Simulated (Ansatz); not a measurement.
# Counterpoise correction, worked out

The pair of HF (SMILES F, atoms 1–2) and SiH3Cl (SMILES [SiH3]Cl, atoms 3–7), both closed shells, in one local arrangement (a lower one may exist), relaxed at PBE0-D4/def2-TZVP:

```xyz
7
angstrom
F -0.2647 -0.1622 -2.1564
H 0.3106 -0.7835 -2.5199
Si -0.0280 0.1788 0.7913
Cl 0.1915 0.3708 2.8329
H 0.1427 1.5187 0.1916
H -1.3766 -0.3690 0.5339
H 1.0247 -0.7536 0.3265
```

Program: Ansatz 0.2.0. Basis: def2-TZVPPD. Cores are frozen in the correlated methods.

MP2 total energies in eV:

| system | geometry | basis functions | energy |
| --- | --- | --- | --- |
| pair | pair | all | -23154.53522 |
| HF | as in the pair | all (partner as ghosts) | -2730.38248 |
| SiH3Cl | as in the pair | all (partner as ghosts) | -20424.08877 |
| HF | as in the pair | its own | -2730.37400 |
| SiH3Cl | as in the pair | its own | -20424.08007 |
| HF | free (PBE0-D4 minimum) | its own | -2730.37406 |
| SiH3Cl | free (PBE0-D4 minimum) | its own | -20424.08221 |

Task: Work out the interaction energy with and without the counterpoise correction, the superposition error, and the binding energy from the relaxed fragments.

Result: Without correction: -23154.53522 − (-2730.37400) − (-20424.08007) = -0.08115 eV.
With correction (each fragment in the whole basis): -23154.53522 − (-2730.38248) − (-20424.08877) = -0.06397 eV = -1.48 kcal/mol.
The superposition error is the difference, 0.01718 eV, 21 % of the uncorrected value: each fragment borrows its partner's functions.
Deformation from the free shapes: 0.00006 eV for HF and 0.00214 eV for SiH3Cl.
Binding energy from relaxed fragments: -0.06397 + 0.00006 + 0.00214 = -0.06177 eV = -1.42 kcal/mol (electronic, without zero-point energy; negative means bound). For comparison, the corrected interaction energy by CCSD(T) at an estimated basis limit (MP2 extrapolated from triple and quadruple zeta, plus CCSD(T) − MP2 in triple zeta) is -0.078 eV.

No T1 diagnostic of these runs exceeds 0.011.

For scale, one of the runs: CCSD(T)/def2-TZVPPD, 207 basis functions, launched by `ansatz run in.yaml --threads 2 --pin off --events-out ev --progress --plain --max-ram 5222MiB`. The run took 65 s on 2 CPU threads of an Arm Neoverse V1 (shared host), with 2.6 GiB of host memory at its peak.
